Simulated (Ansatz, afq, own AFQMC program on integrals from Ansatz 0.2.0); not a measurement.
P, sextet in cc-pVDZ, levels against full CI

A free P atom.

Basis cc-pVDZ. Only valence electrons are correlated. Integrals, coupled cluster, full CI and functionals: Ansatz 0.2.0; the random walks run on the same integrals in our own AFQMC program. The CISD trial takes its coefficients from CCSD amplitudes. Released means that phaseless walkers are propagated on without the constraint, phases kept. Error bars are statistical, one sigma.

Determinant: UHF, the one that the program's search chose, which needn't be the lowest solution.

Full CI on the same integrals is exact in this basis and with this determinant's frozen core.

Cautions: another spin lies lower (by 19.23 eV); in this basis the state lies above a state of the ion, a sign that the basis lacks the diffuse functions it needs, so its energy is an artefact of the basis; the released energies have errors that jump between times, so the bars are unsure, so no released level is given (meV from the phaseless value at times in 1/Eh: -0.2 ± 0.8 at 0.24, 63 ± 64 at 0.51, -1.27 ± 0.20 at 0.99, -0.1 ± 2.0 at 1.62, -2.3 ± 0.4 at 2.40), though the last usable value meets full CI within the noise.

* T1 diagnostic: 0.0018
* weight of the determinant in the CISD state: 0.968
* ⟨S²⟩ of the determinant: 8.750
* size of the correlated space: 5 electrons in 13 orbitals

```tsv
level	correlation energy (eV)
MP2	-0.7929
CCSD	-1.0738
CCSD(T)	-1.0776
```

Problem. Estimate where phaseless AFQMC with a CISD trial lies against CCSD(T) on the same integrals.

Solution. 0.0 ± 0.04 kJ/mol below CCSD(T). The gap is under twice the noise, so this walk alone can't tell the two apart.

Reference: full CI, correlation energy -1.080 eV.

| level | E − E(reference) (kJ/mol) | share of correlation (%) |
| --- | --- | --- |
| CCSD(T) | 0.2 | 99.77 |
| ph-AFQMC/CISD | 0.2 ± 0.04 | 99.81 |

A walk keeps the symmetry of its determinant, which the program's search chose and which needn't be the lowest solution, so a lower state of the same spin and another symmetry isn't excluded.
